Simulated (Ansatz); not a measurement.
Ideal-gas functions of BH3O2, SMILES `OBO` at 600 K and 1 bar, from an Ansatz frequency run at PBE0-D4/def2-TZVP.

Molar mass 45.83 g/mol, point group C2v (symmetry number 2), electronic degeneracy 1, moments of inertia 7.276, 50.221, 57.497 u Å². Harmonic wavenumbers (cm⁻¹, unscaled): 500, 509, 578, 933, 956, 994, 1118, 1252, 1492, 2570, 3926, 3928.

Use S(trans) = R[1.5 ln M + 2.5 ln T − 1.1517]; rotational temperatures θ = 24.2544 K / I; S(rot) = R[ln(√π/σ · √(T³/θAθBθC)) + 1.5]; for each mode x = 1.438777 ν̃/T, S = R[x/(eˣ − 1) − ln(1 − e⁻ˣ)] and H = RT x/(eˣ − 1); 1 cm⁻¹ = 0.0119627 kJ/mol; R = 8.31446 J/(mol·K).

Task: By hand: the entropy, in J/(mol·K).

Result: Translation 171.1. Rotation: θ = 3.3335, 0.483, 0.4218 K, giving 92.9. Vibration, mode by mode: 7.29, 7.15, 6.24, 3.16, 3.03, 2.82, 2.23, 1.73, 1.09, 0.13, 0.01, 0.01, in all 34.9. Electronic 0.0. Sum 298.9 J/(mol·K).

Task: By hand: H − E and G − E in kJ/mol, counted from the electronic energy.

Result: Zero-point energy ½ × 18756 × 0.0119627 = 112.2; thermal vibration 13.6; translation, rotation and pV give 4 RT = 20.0. H − E = 145.8 kJ/mol, and G − E = 145.8 − 600 × 298.9/1000 = -33.5 kJ/mol.

Vibration gives 12 % of the entropy. The sum counts one conformer and one mirror image; others add a mixing term.
